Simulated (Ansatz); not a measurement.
Results of PBEsol+SOC (Ansatz, a quantum-chemistry and plane-wave program, plane waves, PAW) for bcc W.

Settings: plane-wave cutoff 520 eV, 20×20×20 k mesh, Fermi–Dirac smearing 0.1 eV, perturbation theory, PAW data made under PBE.

Computed at the level's own relaxed cell.

```xyz
1
Lattice="-1.5777 1.5777 1.5777 1.5777 -1.5777 1.5777 1.5777 1.5777 -1.5777" Properties=species:S:1:pos:R:3 pbc="T T T"
W      0.0000     0.0000     0.0000
```

Harmonic phonon frequencies (cm⁻¹; i marks an imaginary mode):

```csv
q point,frequencies
H,(withheld)
N,(withheld)
P,181 181 181
```

Q: Some entries are withheld; supply them.

A: 
- H, frequencies: 181 181 181
- N, frequencies: 139 145 222

No imaginary mode appears at these points.
